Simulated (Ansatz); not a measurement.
# CH₅NSi: functionals against CCSD(T) at one geometry

An exercise on one series of results from a longer session: the logs are not shown, and one member is left open.

Computed with Ansatz 0.2.0, Gaussian basis. Level: single points in def2-TZVPP.

Cores are frozen in the correlated methods.

## The system as given

8 atoms, charge 0, spin multiplicity 1.

Atoms are counted from 1 here; the program's logs count them from 0.

Bond lengths: C1–Si2 1.762 Å, C1–H4 1.307 Å, C1–H5 1.084 Å, C1–H6 0.979 Å, Si2–N3 1.663 Å, Si2–H7 1.463 Å, N3–H8 1.011 Å. Angles: Si2–C1–H4 103.5°, Si2–C1–H5 116.1°, Si2–C1–H6 114.7°, H4–C1–H5 103.1°, H4–C1–H6 96.8°, H5–C1–H6 118.2°, C1–Si2–N3 126.5°, C1–Si2–H7 115.7°, N3–Si2–H7 115.8°, Si2–N3–H8 131.8°.

Coordinates:

```xyz
8

C    -0.66780    0.95440   -0.30770
Si    0.54470   -0.13150    0.36700
N     0.28940   -1.67980    0.91670
H    -1.21790    0.24550   -1.25860
H    -0.29010    1.82200   -0.83610
H    -1.47310    1.05920    0.23830
H     1.93680    0.22630    0.09610
H     0.85190   -2.29250    1.49090
```

Set-up of the first run:

run/in.yaml

```yaml
crystal:
  periodic: [false, false, false]
  atoms:
    - {symbol: C, position_ang: [-0.667800, 0.954400, -0.307700]}
    - {symbol: Si, position_ang: [0.544700, -0.131500, 0.367000]}
    - {symbol: N, position_ang: [0.289400, -1.679800, 0.916700]}
    - {symbol: H, position_ang: [-1.217900, 0.245500, -1.258600]}
    - {symbol: H, position_ang: [-0.290100, 1.822000, -0.836100]}
    - {symbol: H, position_ang: [-1.473100, 1.059200, 0.238300]}
    - {symbol: H, position_ang: [1.936800, 0.226300, 0.096100]}
    - {symbol: H, position_ang: [0.851900, -2.292500, 1.490900]}
basis:
  gaussian: {orbitals: def2-TZVPP}
correlation: {method: ccsd_t}
output: {forces: true}
```

No record of the launch command was kept for these runs.

Among the steps run: CCSD(T)/def2-TZVPP; PBE0-D4/def2-TZVPP; wB97M-V/def2-TZVPP; r2SCAN-D4/def2-TZVPP; PBE-D4/def2-TZVPP; CAM-B3LYP-D4/def2-TZVPP; LC-wPBE/def2-TZVPP.

One of the session's tables, all rows but one given; the rest of the session is left out.

```
      method  RMS force component (eV/Å)  angle to CCSD(T) forces (°)  dipole (D)
     CCSD(T)                       2.240                    reference        2.85
     PBE0-D4                       2.292                          3.9        3.08
     wB97M-V                       2.301                          4.6        3.19
   r2SCAN-D4                       2.244                          3.0        2.99
      PBE-D4                       2.202                          4.2        2.83
CAM-B3LYP-D4                       2.314                          5.6        3.21
     LC-wPBE                           ?                            ?           ?
```

Estimate the missing values for LC-wPBE.

The run gave: RMS force component (eV/Å): 2.404; angle to CCSD(T) forces (°): 6.8; dipole (D): 3.34. In the column «RMS force component (eV/Å)» it is the highest.
